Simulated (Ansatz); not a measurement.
# [NH4]+ (ammonium): levels of theory compared

Aim: a comparison of 6 runs (CAM-B3LYP/6-31G, SVWN5/6-31G, UB3LYP/3-21G, wB97M-V/3-21G, UMP2/3-21G, CCSDTQ/3-21G) of [NH4]+ (ammonium). 

The results are computed with Ansatz 0.2.0.

2 further runs of the same task are left out: 1 that didn't finish, 1 set aside as unsound or not needed.

## Step 1: Starting point

[NH4]+: 5 atoms, total charge +1, spin state singlet. SMILES: `[NH4+]`. The H2–N1 distance was set to 2.059 Å, away from the relaxed value. At this shape a bond of the SMILES string is far longer than usual.

Bond lengths: N1–H3 1.029 Å, N1–H4 1.030 Å, N1–H5 1.030 Å. Angles: H3–N1–H4 109.5°, H3–N1–H5 109.4°, H4–N1–H5 109.5°.

## Step 2: A single-point energy at CAM-B3LYP/6-31G (run 1)

Contents of input.yaml:

```yaml
crystal:
  periodic: [false, false, false]
  atoms:
    - {symbol: N, position_ang: [-0.455732, 0.450841, -0.805708]}
    - {symbol: H, position_ang: [0.455870, -0.450720, 0.805650]}
    - {symbol: H, position_ang: [-1.433712, 0.668331, -0.569148]}
    - {symbol: H, position_ang: [-0.431732, -0.186559, -1.613918]}
    - {symbol: H, position_ang: [0.042068, 1.321271, -1.039668]}
basis:
  gaussian:
    orbitals: 6-31G
total_charge: 1
hamiltonian:
  xc: {name: CAM-B3LYP}
accuracy: high
```

Run with:

```bash
ansatz run input.yaml --threads 1 --pin off --max-ram 2610MiB --events-out events.jsonl --progress --plain --runs-dir runs
```

Output:

```text
Warning: RAYON_NUM_THREADS=1 ignored (pool sized by the plan → 1); use --threads N
Functional definition: CAM-B3LYP
  name "CAM-B3LYP"
  parameter alpha = 0.19
  parameter beta = 0.46
  parameter omega = 0.33/bohr
  parameter ac = 0.81
  exchange = (1 - alpha - beta)*b88_x + beta*b88_x_sr(omega) + alpha*exact_x + beta*exact_x_lr(omega)
  correlation = (1 - ac)*vwn5_c + ac*lyp_c
411 factors; integrals over basis functions are off by at most 3.3e-9 eV
170 factors; integrals over basis functions are off by at most 1.3e-9 eV
mean field evaluation 1: about -1527.6846 eV, gradient 8.1e1 eV
mean field evaluation 2: about -1508.7532 eV, gradient 1.0e2 eV
mean field evaluation 4: about -1542.4019 eV, gradient 2.7e0 eV
mean field evaluation 8: about -1542.4104 eV, gradient 4.9e-2 eV
mean field evaluation 16: about -1542.4104 eV, gradient 1.7e-8 eV
mean field -1542.41043094 eV, -56.6825378538 hartree, gradient 2.5e-8 eV, S^2 0.000000; 0 other end points of the search recorded, 0 dependent functions left out
reference -1542.41044170 eV, -56.6825382490 hartree; 5, 5 occupied and 12, 12 virtual orbitals, 411 factors
Total energy: -1542.41044170 eV, -56.6825382490 hartree
```

Wall time 0.4 s (1 thread of Intel Xeon 6975P-C (Granite Rapids), shared host).

## Step 3: A single-point energy at SVWN5/6-31G (run 2)

Contents of in.yaml:

```yaml
crystal:
  periodic: [false, false, false]
  atoms:
    - {symbol: "N", position_ang: [-0.455732, 0.450841, -0.805708]}
    - {symbol: H, position_ang: [0.455870, -0.450720, 0.805650]}
    - {symbol: H, position_ang: [-1.433712, 0.668331, -0.569148]}
    - {symbol: H, position_ang: [-0.431732, -0.186559, -1.613918]}
    - {symbol: H, position_ang: [0.042068, 1.321271, -1.039668]}
basis:
  gaussian:
    orbitals: 6-31G
total_charge: 1
hamiltonian:
  xc: {name: SVWN5}
accuracy: high
```

Run with:

```bash
ansatz run in.yaml --threads 1 --pin off --max-ram 2610MiB --events-out events.jsonl --progress --plain --runs-dir runs
```

Output:

```text
Warning: RAYON_NUM_THREADS=1 ignored (pool sized by the plan → 1); use --threads N
Functional definition: SVWN5
  name "SVWN5"
  exchange = slater_x
  correlation = vwn5_c
411 factors; integrals over basis functions are off by at most 3.3e-9 eV
mean field evaluation 1: about -1507.4656 eV, gradient 1.0e2 eV
mean field evaluation 2: about -1459.8131 eV, gradient 1.3e2 eV
mean field evaluation 4: about -1526.8625 eV, gradient 3.0e1 eV
mean field evaluation 8: about -1530.3500 eV, gradient 1.5e-1 eV
mean field evaluation 16: about -1530.3420 eV, gradient 1.0e-6 eV
mean field -1530.34199264 eV, -56.2390309266 hartree, gradient 2.9e-8 eV, S^2 0.000000; 0 other end points of the search recorded, 0 dependent functions left out
reference -1530.34199416 eV, -56.2390309824 hartree; 5, 5 occupied and 12, 12 virtual orbitals, 411 factors
Total energy: -1530.34199416 eV, -56.2390309824 hartree
```

It took 0.22 s on 1 thread of Intel Xeon 6975P-C (Granite Rapids), shared host.

Runs 3 to 5 aren't shown in full; the table further down has their settings and results.

## Step 4: The energy at CCSDTQ/3-21G (run 6)

Contents of run.yaml:

```yaml
crystal:
  periodic: [false, false, false]
  atoms:
    - symbol: "N"
      position_ang: [-0.455732, 0.450841, -0.805708]
    - symbol: H
      position_ang: [0.455870, -0.450720, 0.805650]
    - symbol: H
      position_ang: [-1.433712, 0.668331, -0.569148]
    - symbol: H
      position_ang: [-0.431732, -0.186559, -1.613918]
    - symbol: H
      position_ang: [0.042068, 1.321271, -1.039668]
basis:
  gaussian:
    orbitals: 3-21G.json
total_charge: 1
correlation:
  method: ccsdtq
  frozen_orbitals: {H: 0, "N": 1}
accuracy: high
scf:
  omitted_lower_state_checks: [cluster_reference, increment]
```

The basis set 3-21G is read from a file made from the Basis Set Exchange's data (not shown).

Run with:

```bash
ansatz run run.yaml --threads 1 --pin off --max-ram 2610MiB --events-out events.jsonl --progress --plain --runs-dir runs
```

Output (excerpt; [...] marks lines left out):

```text
Warning: RAYON_NUM_THREADS=1 ignored (pool sized by the plan → 1); use --threads N
Functional definition: HF
  name "HF"
[...]
333 factors; integrals over basis functions are off by at most 1.7e-8 eV
[...]
mean field -1524.89233908 eV, -56.0387598521 hartree, gradient 1.5e-8 eV, S^2 0.000000; 0 other end points of the search recorded, 0 dependent functions left out; unrestricted orbitals would lower it
1 core orbitals not correlated: weight in the atoms' cores, before any rotation towards them, 1.000 or more for the frozen orbitals, at most 0.000 for the correlated occupied ones
reference -1524.89233908 eV, -56.0387598521 hartree; 4, 4 occupied and 12, 12 virtual orbitals, 333 factors
second order -3.90820845 eV of doubles, -0.00000000 eV of singles
cycle   1  -4.04913182 eV  change   -1.4e-1 eV  update   1.1e-1
[...]
cycle  21  -4.72365999 eV  change   7.5e-10 eV  update  2.7e-10
Total energy: -1529.61599907 eV, -56.2123511549 hartree
Checks for a lower state left out: cluster_reference, increment
```

It took 2.7 s on 1 thread of Intel Xeon 6975P-C (Granite Rapids), shared host; peak memory 0.12 GiB.

## Step 5: Overview of the runs

```
run            level  frozen core orbitals  energy (Eh)  wall time
  1  CAM-B3LYP/6-31G                     –   -56.682538      0.4 s
  2      SVWN5/6-31G                     –   -56.239031     0.22 s
  3     UB3LYP/3-21G                     –   -56.432728     0.84 s
  4    wB97M-V/3-21G                     –   -56.387410      2.8 s
  5       UMP2/3-21G                     1   -56.170007     0.08 s
  6     CCSDTQ/3-21G                     1   -56.212351      2.7 s
```

## Step 6: Outcome

```
                                         quantity         value
                              run 6: total energy  -56.21235 Eh
run 6: correlation energy (1 core orbital frozen)    -173.6 mEh
                             run 6: T1 diagnostic         0.049
```

In words: Totals of different functionals can't be ranked against each other. In run 6 the log says that unrestricted orbitals would lower the reference, so the values rest on an unstable closed-shell determinant (other closed-shell runs at this shape may share the fault). Spin contamination of the reference: run 5 ⟨S²⟩ = 0.72, run 3 ⟨S²⟩ = 0.20. Where it is this large, the reference is a mixture of spin states, and values that rest on it are in doubt. All runs together took 7 s, the longest 2.8 s.
